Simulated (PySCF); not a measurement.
Does the answer move with the share of exact exchange?

trans-2-pentene, C5H10.
SMILES with atom numbers: `[CH3:1]/[CH:2]=[CH:3]/[CH2:4][CH3:5]` (hydrogens: H6, H7, H8 on C1; H9 on C2; H10 on C3; H11, H12 on C4; H13, H14, H15 on C5)

Torsions of this conformer, `[CH3:1]/[CH:2]=[CH:3]/[CH2:4][CH3:5]`: C2–C3–C4–C5 -118°.

PySCF, def2-SVPD basis, density fitting, gas phase, PBE0-D3(BJ)/def2-SVP geometry; singlet excitations by full TDDFT with frozen cores, triplets by Tamm–Dancoff TDDFT and ionisation energies by ΔSCF, from the lowest of the holes tried. One functional is left out:

```
functional  exact exchange (%)  HOMO energy (eV)  LUMO energy (eV)  lowest singlet excitation (eV)  lowest triplet excitation (eV)  mean polarisability (au)  vertical ionisation energy (eV)
       LDA                   0             -5.97             -0.68                            6.23                            4.61                      68.9                             9.11
       PBE                   0             -5.83             -0.48                            6.15                            4.38                      67.9                             8.92
     B3LYP                  20             -6.73              0.26                            6.51                            4.36                      66.2                             9.03
 BHandHLYP                  50             -7.90              1.35                            7.00                            4.21                      64.2                             8.88
```

Predict the row of PBE0 (25 % exact exchange) by straight lines through the other rows, and check it.

```
                       property   line  computed  computed − line  B3LYP (20 %), for comparison
               HOMO energy (eV)  -6.91     -6.93            -0.02                         -6.73
               LUMO energy (eV)   0.40      0.52            +0.12                          0.26
 lowest singlet excitation (eV)   6.59      6.76            +0.17                          6.51
 lowest triplet excitation (eV)   4.35      4.28            -0.07                          4.36
       mean polarisability (au)   66.2      65.6             -0.6                          66.2
vertical ionisation energy (eV)   8.97      8.99            +0.02                          9.03
```

Which of these properties follows the share of exact exchange most closely, and which least?

Most closely the HOMO energy, least the vertical ionisation energy; the correlations over the tabulated rows are HOMO energy -0.998, lowest singlet excitation 0.996, LUMO energy 0.995, mean polarisability -0.972, lowest triplet excitation -0.820, vertical ionisation energy -0.586. The HOMO energy moves by -0.400 eV for every 10 %. Functionals with the same share still differ in their other parts: at 0 % LDA and PBE differ by 0.14 eV in it.
